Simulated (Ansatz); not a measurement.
## InSe (R3m, No. 160)

Computed with LDA in Ansatz (PAW).

Run with plane-wave cutoff 520 eV, 10×10×10 k mesh, Fermi–Dirac smearing 0.01 eV, scalar-relativistic PAW data made under PBE.

Cell (relaxed at this level):

```yaml
crystal:
  lattice:
    - [1.98642, 1.14686, 8.13234]
    - [-1.98642, 1.14686, 8.13234]
    - [0.00000, -2.29372, 8.13234]
  atoms:
    - { symbol: Se, position: [0.61418, 0.61418, 0.61418] }
    - { symbol: Se, position: [0.83045, 0.83045, 0.83045] }
    - { symbol: In, position: [0.99948, 0.99948, 0.99948] }
    - { symbol: In, position: [0.11189, 0.11189, 0.11189] }
```

```
Quantity    Value
--------  -------
band gap  0.20 eV
Γ–Γ gap   3.00 eV
```

Spin–orbit coupling is not included.

Computed values are for the static lattice.

Ansatz is an electronic-structure program.
